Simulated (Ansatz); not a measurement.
Ideal-gas functions of H₄NPSi, SMILES `N1[SiH2]P1` at 600 K and 1 bar, from an Ansatz frequency run at PBE0-D4/def2-TZVP.

Molar mass 77.1 g/mol, point group C1 (symmetry number 1), electronic degeneracy 1, moments of inertia 30.676, 84.56, 104.702 u Å². Harmonic wavenumbers (cm⁻¹, unscaled): 355, 488, 512, 589, 637, 688, 728, 888, 908, 979, 1042, 2237, 2258, 2264, 3645.

Use S(trans) = R[1.5 ln M + 2.5 ln T − 1.1517]; rotational temperatures θ = 24.2544 K / I; S(rot) = R[ln(√π/σ · √(T³/θAθBθC)) + 1.5]; for each mode x = 1.438777 ν̃/T, S = R[x/(eˣ − 1) − ln(1 − e⁻ˣ)] and H = RT x/(eˣ − 1); 1 cm⁻¹ = 0.0119627 kJ/mol; R = 8.31446 J/(mol·K).

**Question.** By hand: the entropy, in J/(mol·K).

**Answer.** Translation 177.6. Rotation: θ = 0.7907, 0.2868, 0.2317 K, giving 109.3. Vibration, mode by mode: 9.90, 7.47, 7.11, 6.10, 5.56, 5.03, 4.66, 3.44, 3.31, 2.90, 2.57, 0.25, 0.24, 0.24, 0.01, in all 58.8. Electronic 0.0. Sum 345.7 J/(mol·K).

**Question.** By hand: H − E and G − E in kJ/mol, counted from the electronic energy.

**Answer.** Zero-point energy ½ × 18218 × 0.0119627 = 109.0; thermal vibration 22.1; translation, rotation and pV give 4 RT = 20.0. H − E = 151.1 kJ/mol, and G − E = 151.1 − 600 × 345.7/1000 = -56.3 kJ/mol.

Vibration gives 17 % of the entropy. The sum counts one conformer and one mirror image; others add a mixing term.
